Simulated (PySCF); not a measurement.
PySCF input (BP86/def2-SVP):

```python
from pyscf import gto, dft

mol = gto.M(
    atom='''
    F    -0.00000000   -0.00000000   -0.64654644
    F     0.00000000    0.00000000    0.64654644
    ''',
    basis='def2-svp',
    charge=1,
    spin=1,
    symmetry='D2h',
    verbose=4,
)

mf = dft.UKS(mol, xc='bp86')
mf.grids.level = 3
mf.conv_tol = 1e-9
mf.max_cycle = 100
mf.max_memory = 1500
mf.kernel()
if not mf.converged:
    mf = mf.newton()
    mf.kernel(mf.make_rdm1())
mf.dip_moment()
```

Output:

```
PySCF version 2.14.0

[INPUT] verbose = 4
[INPUT] num. atoms = 2
[INPUT] num. electrons = 17
[INPUT] charge = 1
[INPUT] spin (= nelec alpha-beta = 2S) = 1
[INPUT] symmetry D2h subgroup None
[INPUT] Mole.unit = angstrom
[INPUT] Symbol           X                Y                Z      unit          X                Y                Z       unit  Magmom
[INPUT]  1 F      0.000000000000   0.000000000000  -0.646546440000 AA    0.000000000000   0.000000000000  -1.221795698413 Bohr   0.0
[INPUT]  2 F      0.000000000000   0.000000000000   0.646546440000 AA    0.000000000000   0.000000000000   1.221795698413 Bohr   0.0

nuclear repulsion = 33.1479314034426
point group symmetry = Dooh, use subgroup D2h
symmetry origin: [0. 0. 0.]
symmetry axis x: [1. 0. 0.]
symmetry axis y: [0. 1. 0.]
symmetry axis z: [0. 0. 1.]
num. orbitals of irrep Ag = 7
num. orbitals of irrep B1g = 1
num. orbitals of irrep B2g = 3
num. orbitals of irrep B3g = 3
num. orbitals of irrep Au = 1
num. orbitals of irrep B1u = 7
num. orbitals of irrep B2u = 3
num. orbitals of irrep B3u = 3
number of shells = 12
number of NR pGTOs = 48
number of NR cGTOs = 28
basis = def2-svp
ecp = {}

******** <class 'pyscf.dft.uks_symm.SymAdaptedUKS'> ********
method = SymAdaptedUKS
initial guess = minao
damping factor = 0
level_shift factor = 0
DIIS = <class 'pyscf.scf.diis.CDIIS'>
diis_start_cycle = 1
diis_space = 8
diis_damp = 0
SCF conv_tol = 1e-09
SCF conv_tol_grad = None
SCF max_cycles = 100
direct_scf = True
direct_scf_tol = 1e-13
number electrons alpha = 9  beta = 8
XC library pyscf.dft.libxc version 7.1.2
    S. Lehtola, C. Steigemann, M. J. T. Oliveira, and M. A. L. Marques,  SoftwareX 7, 1–5 (2018)
XC functionals = bp86
    A. D. Becke,  Phys. Rev. A 38, 3098 (1988)
    J. P. Perdew,  Phys. Rev. B 33, 8822 (1986)
    J. P. Perdew,  Phys. Rev. B 34, 7406–7406 (1986)
radial grids:
    Treutler-Ahlrichs [JCP 102, 346 (1995); DOI:10.1063/1.469408] (M4) radial grids

becke partition: Becke, JCP 88, 2547 (1988); DOI:10.1063/1.454033
pruning grids: <function nwchem_prune>
grids dens level: 3
symmetrized grids: D2h
atomic radii adjust function: <function treutler_atomic_radii_adjust>
small_rho_cutoff = 0
Freeze 0 electrons in irreps []
    17 free electrons in irreps Ag B1g B2g B3g Au B1u B2u B3u
Set gradient conv threshold to 3.16228e-05
tot grids = 28528
init E= -199.566529659532
alpha HOMO (B3g) = -0.356261411600641  LUMO (B1u) = -0.102582906716679
beta  HOMO (B2g) = -0.356261411600641  LUMO (B3g) = -0.356261411600641

WARN: HOMO -0.356261411600641 >= LUMO -0.356261411600641

WARN: alpha-B2g HOMO -0.356261411600641 > system LUMO -0.356261411600641

WARN: alpha-B3g HOMO -0.356261411600641 > system LUMO -0.356261411600641

WARN: beta-B2g HOMO -0.356261411600641 > system LUMO -0.356261411600641

cycle= 1 E= -198.73703625743  delta_E= 0.829  |g|= 0.425  |ddm|= 1.17
alpha HOMO (B2g) = -0.920468340967973  LUMO (B1u) = -0.751624188345172
beta  HOMO (B2g) = -0.905698806350398  LUMO (B3g) = -0.897105032972736
  HOMO = -0.90569880635  LUMO = -0.897105032973  gap/eV = 0.23385
cycle= 2 E= -198.756684978371  delta_E= -0.0196  |g|= 0.332  |ddm|= 0.444
alpha HOMO (B2g) = -0.809992911433076  LUMO (B1u) = -0.621945012584598
beta  HOMO (B2g) = -0.795064582856829  LUMO (B3g) = -0.786052246769876
  HOMO = -0.795064582857  LUMO = -0.78605224677  gap/eV = 0.24524
cycle= 3 E= -198.792518998753  delta_E= -0.0358  |g|= 0.0093  |ddm|= 0.211
alpha HOMO (B2g) = -0.813466465699181  LUMO (B1u) = -0.625023423577772
beta  HOMO (B2g) = -0.798175073929566  LUMO (B3g) = -0.787620530369713
  HOMO = -0.79817507393  LUMO = -0.78762053037  gap/eV = 0.28720
cycle= 4 E= -198.792547434673  delta_E= -2.84e-05  |g|= 0.00202  |ddm|= 0.00714
alpha HOMO (B2g) = -0.813135347143401  LUMO (B1u) = -0.624789893328619
beta  HOMO (B2g) = -0.797756709517451  LUMO (B3g) = -0.787120423515411
  HOMO = -0.797756709517  LUMO = -0.787120423515  gap/eV = 0.28943
cycle= 5 E= -198.792548712499  delta_E= -1.28e-06  |g|= 0.000406  |ddm|= 0.00155
alpha HOMO (B2g) = -0.813211200884103  LUMO (B1u) = -0.624871631023592
beta  HOMO (B2g) = -0.797791639700318  LUMO (B3g) = -0.787143964392224
  HOMO = -0.7977916397  LUMO = -0.787143964392  gap/eV = 0.28974
cycle= 6 E= -198.792548770456  delta_E= -5.8e-08  |g|= 1.01e-05  |ddm|= 0.000299
alpha HOMO (B2g) = -0.813213000965391  LUMO (B1u) = -0.624871734560557
beta  HOMO (B2g) = -0.797788172240604  LUMO (B3g) = -0.787142522200887
  HOMO = -0.797788172241  LUMO = -0.787142522201  gap/eV = 0.28968
cycle= 7 E= -198.79254877052  delta_E= -6.46e-11  |g|= 6.2e-07  |ddm|= 1.24e-05
alpha HOMO (B2g) = -0.813212986577121  LUMO (B1u) = -0.624871815446963
beta  HOMO (B2g) = -0.797788010836677  LUMO (B3g) = -0.787142490128593
  HOMO = -0.797788010837  LUMO = -0.787142490129  gap/eV = 0.28968
Extra cycle  E= -198.79254877052  delta_E= -1.71e-13  |g|= 3.11e-07  |ddm|= 5.66e-07
converged SCF energy = -198.79254877052  <S^2> = 0.75100479  2S+1 = 2.0010045

WARN: System has nonzero charge 1; the dipole moment is origin-dependent.
Location of origin: [0. 0. 0.]

Dipole moment(X, Y, Z, Debye):  0.00000,  0.00000,  0.00000
```

The dipole moment of an ion depends on the origin.
